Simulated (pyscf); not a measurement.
**Routes from H₂N–AlH₂ + water (H₂O)**

Candidate steps break at most two bonds and form at most two. Each was searched with GFN2-xTB (tblite) first. PySCF, gas phase, ωB97X-D3(BJ)/def2-SVP geometries. Energies: ωB97M-D3(BJ)/def2-TZVP, eV, from the separated reactants, singlet surface; ΔG‡ with ideal gas, 1 atm, RRHO with modes under 100 cm⁻¹ raised to 100, one conformer, R ln 2 for chiral ones without a mode under 150 cm⁻¹.

```tsv
products	type	ΔE‡	ΔE	ΔG‡ 298 K	ΔG‡ 900 K	ν‡ (cm⁻¹)
H₂N–AlH–OH + H₂	four-centre exchange	-0.07	-1.22	0.28	1.11	1258i
H₂N–AlH₂ + H₂O	four-centre exchange	3.67	0.00	3.92	4.76	1428i
```

Row 1: On the reactant side the descent ends in an adduct with a Al–O contact, 0.75 eV under the separated species and 0.64 eV under the saddle at ωB97X-D3(BJ)/def2-TZVP. Row 2: On the reactant side the descent ends in an adduct with a Al–O contact (not fully relaxed), 0.75 eV under the separated species and 4.60 eV under the saddle at ωB97X-D3(BJ)/def2-TZVP. On the product side the descent ends in an adduct with a Al–O contact (not fully relaxed), 0.75 eV under the separated species and 4.60 eV under the saddle at ωB97X-D3(BJ)/def2-TZVP. 

Plain bond fissions and candidates not yet searched are not listed, and one of them may be faster. Each barrier is that of the saddle found; lower ones may exist. A restricted solution here is unstable towards spin polarisation, so biradical character is likely and single-reference numbers are less safe.
